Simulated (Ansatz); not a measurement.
**CH₃NSi (SMILES C1=[SiH]N1): functionals against CCSD(T) at one geometry**

How do the functionals fare away from a minimum? The structure is a structure displaced at random from a GFN2-xTB minimum.

Program: Ansatz 0.2.0, Gaussian basis. Level of theory: single points in def2-TZVPP. These are calculated values, not measurements.

Correlated methods freeze the cores.

**1. The system as given**

SMILES `C1=[SiH]N1`, 6 atoms, charge 0, spin multiplicity 1.

Atoms are counted from 1 here; the program's logs count them from 0.

Bond lengths: C1–Si2 1.794 Å, C1–N3 1.590 Å, C1–H4 1.131 Å, Si2–N3 1.730 Å, Si2–H5 1.481 Å, N3–H6 1.019 Å. Angles: Si2–C1–N3 61.1°, Si2–C1–H4 112.4°, N3–C1–H4 103.2°, C1–Si2–N3 53.6°, C1–Si2–H5 174.6°, N3–Si2–H5 125.8°, C1–N3–Si2 65.3°, C1–N3–H6 112.4°, Si2–N3–H6 125.4°.

Geometry (Å):

```
atom    x (Å)    y (Å)    z (Å)
  C1  -0.5590  -0.9634  -0.0016
 Si2   0.6641   0.1409  -0.7111
  N3  -0.2723   0.4268   0.7150
  H4  -1.5856  -0.8158  -0.4520
  H5   1.7669   0.9954  -1.2084
  H6   0.0586   0.3103   1.6713
```

**2. CCSD(T)/def2-TZVPP**

File run/in.yaml:

```yaml
crystal:
  periodic: [false, false, false]
  atoms:
    - {symbol: C, position_ang: [-0.559000, -0.963400, -0.001600]}
    - {symbol: Si, position_ang: [0.664100, 0.140900, -0.711100]}
    - {symbol: N, position_ang: [-0.272300, 0.426800, 0.715000]}
    - {symbol: H, position_ang: [-1.585600, -0.815800, -0.452000]}
    - {symbol: H, position_ang: [1.766900, 0.995400, -1.208400]}
    - {symbol: H, position_ang: [0.058600, 0.310300, 1.671300]}
basis:
  gaussian: {orbitals: def2-TZVPP}
correlation: {method: ccsd_t}
output: {forces: true}
```

No record of the launch command was kept for these runs.

**3. PBE0-D4/def2-TZVPP**

Edit run/in.yaml of step 2 so:

```diff
@@ -11,3 +11,3 @@
   gaussian: {orbitals: def2-TZVPP}
-correlation: {method: ccsd_t}
-output: {forces: true}
+hamiltonian: {xc: pbe0, dispersion: d4}
+output: {forces: true, orbitals: {seedname: orbitals}}
```

**4. wB97M-V/def2-TZVPP**

Edit run/in.yaml of step 3 so:

```diff
@@ -11,3 +11,3 @@
   gaussian: {orbitals: def2-TZVPP}
-hamiltonian: {xc: pbe0, dispersion: d4}
-output: {forces: true, orbitals: {seedname: orbitals}}
+hamiltonian: {xc: {name: wB97M-V}}
+output: {forces: true}
```

**5. r2SCAN-D4/def2-TZVPP**

Edit run/in.yaml of step 4 so:

```diff
@@ -11,3 +11,3 @@
   gaussian: {orbitals: def2-TZVPP}
-hamiltonian: {xc: {name: wB97M-V}}
+hamiltonian: {xc: r2scan, dispersion: d4}
 output: {forces: true}
```

**6. PBE-D4/def2-TZVPP**

Edit run/in.yaml of step 5 so:

```diff
@@ -11,3 +11,3 @@
   gaussian: {orbitals: def2-TZVPP}
-hamiltonian: {xc: r2scan, dispersion: d4}
+hamiltonian: {xc: pbe, dispersion: d4}
 output: {forces: true}
```

**7. SPW92/def2-TZVPP**

Edit run/in.yaml of step 6 so:

```diff
@@ -11,3 +11,3 @@
   gaussian: {orbitals: def2-TZVPP}
-hamiltonian: {xc: pbe, dispersion: d4}
+hamiltonian: {xc: lda}
 output: {forces: true}
```

**8. LC-wPBE/def2-TZVPP**

Edit run/in.yaml of step 7 so:

```diff
@@ -11,3 +11,3 @@
   gaussian: {orbitals: def2-TZVPP}
-hamiltonian: {xc: lda}
+hamiltonian: {xc: {name: LC-wPBE}}
 output: {forces: true}
```

(Steps that only read results are left out.)

What does the calculation give? Wanted: energy less free atoms, CCSD(T)/def2-TZVPP; RMS force component; RMS force error; HOMO and LUMO, PBE0-D4; T1 diagnostic.

**Answer**, as computed:

| quantity | value |
| --- | --- |
| energy less free atoms, CCSD(T)/def2-TZVPP | -409.0 kcal/mol |
| RMS force component | 0.553 to 0.851 eV/Å over the methods |
| RMS force error | PBE0-D4 0.277, wB97M-V 0.267, r2SCAN-D4 0.193, PBE-D4 0.194, SPW92 0.425, LC-wPBE 0.509 eV/Å |
| HOMO and LUMO, PBE0-D4 | -5.51 and -2.41 eV |
| T1 diagnostic | 0.034 |

What this shows: Against CCSD(T) the functionals' energies less atoms differ by -102.5 to -9.0 kcal/mol, PBE-D4 by -38.1 kcal/mol. A larger basis would deepen the CCSD(T) value, while the functionals are nearly converged already, so the order here is not reliable. On forces the order runs from r2SCAN-D4 to LC-wPBE. Frozen-core CCSD(T) forces in triple zeta carry basis errors of their own, and this is one geometry, so small gaps rank nothing. The T1 diagnostic is large here, over the usual mark for main-group molecules (transition-metal compounds often pass it harmlessly), so CCSD(T) itself may be off. The restricted Hartree–Fock reference is unstable towards an unrestricted one at one or more of these structures.
